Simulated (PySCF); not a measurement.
## Assigning NMR signals

Atoms are numbered as in `[CH3:1][C:2]([CH3:3])([CH3:4])[CH2:5][F:6]`. Each H is labelled by its parent atom.

- GIAO B97-2/pcSseg-2 shieldings
- geometry from PBE0-D3(BJ)/def2-TZVP
- program: PySCF
- a single conformation, in vacuum, no relativistic terms, equivalent nuclei averaged

Chemical shifts δ = σref − σ; ¹³C, ¹H against TMS, all at this level.

(1) Assign these signals to the numbered atoms. ¹³C{¹H} NMR (computed): δ 97.5, 35.9, 27.5.

(2) Assign these signals to the numbered atoms. ¹H NMR (300 MHz, computed): δ 4.07 (m, 2H), 0.93 (s, 9H).

Results:

(1) 
```tsv
δ (ppm)	atoms	environment	reason
97.5	C5	sp3 CH2 bonded to F	deshielded by the electronegative neighbour
35.9	C2	quaternary sp3 carbon	aliphatic region, no heteroatom directly attached
27.5	C1/C3/C4	methyl carbon	saturated and bonded to C and H only
```

(2) 
```tsv
δ (ppm)	atoms	environment	reason
4.07	H(C5)	hydrogen on an sp3 CH2 bonded to F	its carbon carries F, hence the downfield position
0.93	H(C1)/H(C3)/H(C4)	hydrogen on a methyl carbon	far from electronegative atoms and π systems
```

Splittings by ¹⁹F in the carbon and heteronuclear signals aren't shown, as no couplings were computed. Shifts are as computed. Against solution values, carbons near 30 ppm lie about +3 ppm off and those near 130 ppm about +7 ppm. Of 1211 compounds with measured shifts, 218 miss one by over three times the rms of a fit or turn the order of signals round; such compounds aren't used in these exercises. No couplings were computed; multiplicities are counted from neighbouring protons, with m where these are inequivalent, close in shift, in a saturated or five-membered ring or joined by F or P, and br s for small geminal =CH2 splittings.
